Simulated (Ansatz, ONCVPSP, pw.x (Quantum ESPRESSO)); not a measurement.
**pw.x on fcc Al: one setting changed**

Potential: optimised norm-conserving Vanderbilt (ONCV), ONCVPSP 4.0.1.1 (patched build), LDA (Perdew-Wang 92); core [Ne], reference 3s2 3p1; waves: 3s: rc 1.55 bohr, ncon 3, nbas 6, qcut 4.9 1/bohr, local; 3p: rc 2.25 bohr, ncon 4, nbas 8, qcut 3.8 1/bohr, 2 projectors, debl 2.3 Ha; d scattering state at 0.28 Ha: rc 2.10 bohr, ncon 4, nbas 8, qcut 5.1 1/bohr, 1 projector; local part: the s channel; core correction: Teter function fitted to the true core (icmod 2), fcfact 0.7.

The reference run (k-mesh 14³, cutoffs 50/200 Ry, Fermi–Dirac 0.01 Ry, mixing_beta 0.4, conv_thr 1e-9, no spin) gives -0.62 GPa at 15.842 Å³/atom, where all-electron LAPW gives -0.23 GPa. This run, with its own iteration cap, changes nspin = 2 with starting_magnetization to 0.2.

```
&control
  calculation='scf', prefix='x', pseudo_dir='./', outdir='./tmp', tstress=.true., disk_io='none'
/
&system
  ibrav=0, nat=1, ntyp=1, ecutwfc=50, ecutrho=200, nbnd=8,
  occupations='smearing', smearing='fd', degauss=0.01, nspin=2, starting_magnetization(1)=0.2
/
&electrons
  conv_thr=1e-09, mixing_beta=0.4, electron_maxstep=60
/
ATOMIC_SPECIES
Al 1.0 Al.UPF
CELL_PARAMETERS angstrom
  0.00000000 1.99339488 1.99339488
  1.99339488 0.00000000 1.99339488
  1.99339488 1.99339488 0.00000000
ATOMIC_POSITIONS crystal
Al 0.0000 0.0000 0.0000
K_POINTS automatic
14 14 14 0 0 0
```

```bash
pw.x < Al.scf.in > Al.scf.out
```

Task: How does the run end?

Result: It converges in 6 iterations; the free energy moves by +0.0 meV/atom and the pressure by +0.00 GPa. The result is that of the reference run.

```
Message from routine setup:
     using ibrav=0 with symmetry is DISCOURAGED, use correct ibrav instead
     lattice parameter (alat)  =       5.3273  a.u.
     unit-cell volume          =     106.9071 (a.u.)^3
     number of electrons       =         3.00
     number of Kohn-Sham states=            8
     kinetic-energy cutoff     =      50.0000  Ry
     charge density cutoff     =     200.0000  Ry
     scf convergence threshold =      1.0E-09
     Exchange-correlation= SLA  PW   NOGX NOGC
     atomic species   magnetization
     number of k points=   104  Fermi-Dirac smearing, width (Ry)=  0.0100
     iteration #  1     ecut=    50.00 Ry     beta= 0.40
     total energy              =      -6.05299432 Ry
     estimated scf accuracy    <       0.00630562 Ry
     total magnetization       =     0.16 Bohr mag/cell
     absolute magnetization    =     0.16 Bohr mag/cell
     iteration #  2     ecut=    50.00 Ry     beta= 0.40
     total energy              =      -6.05445868 Ry
     estimated scf accuracy    <       0.00216504 Ry
     total magnetization       =     0.11 Bohr mag/cell
     absolute magnetization    =     0.11 Bohr mag/cell
     iteration #  3     ecut=    50.00 Ry     beta= 0.40
     total energy              =      -6.05518467 Ry
     estimated scf accuracy    <       0.00002954 Ry
     total magnetization       =     0.03 Bohr mag/cell
     absolute magnetization    =     0.03 Bohr mag/cell
     iteration #  4     ecut=    50.00 Ry     beta= 0.40
     total energy              =      -6.05526874 Ry
     estimated scf accuracy    <       0.00000051 Ry
     total magnetization       =     0.00 Bohr mag/cell
     absolute magnetization    =     0.00 Bohr mag/cell
     iteration #  5     ecut=    50.00 Ry     beta= 0.40
     total energy              =      -6.05526904 Ry
     estimated scf accuracy    <       0.00000012 Ry
     total magnetization       =     0.00 Bohr mag/cell
     absolute magnetization    =     0.00 Bohr mag/cell
     iteration #  6     ecut=    50.00 Ry     beta= 0.40
     the Fermi energy is     8.1228 ev
!    total energy              =      -6.05526913 Ry
     estimated scf accuracy    <          4.2E-10 Ry
     smearing contrib. (-TS)   =      -0.00201204 Ry
     The total energy is F=E-TS. E is the sum of the following terms:
     one-electron contribution =       3.02221172 Ry
     hartree contribution      =       0.00772816 Ry
     xc contribution           =      -3.60614846 Ry
     ewald contribution        =      -5.47704851 Ry
     total magnetization       =    -0.00 Bohr mag/cell
     absolute magnetization    =     0.00 Bohr mag/cell
     convergence has been achieved in   6 iterations
          total   stress  (Ry/bohr**3)                   (kbar)     P=       -6.24
     Message from routine punch:
     Nothing written, as per user request (disk_io='none')
```

The run took about 17 s on one core of a shared host (Neoverse-N1, 64 threads, 124 GiB, load 45).
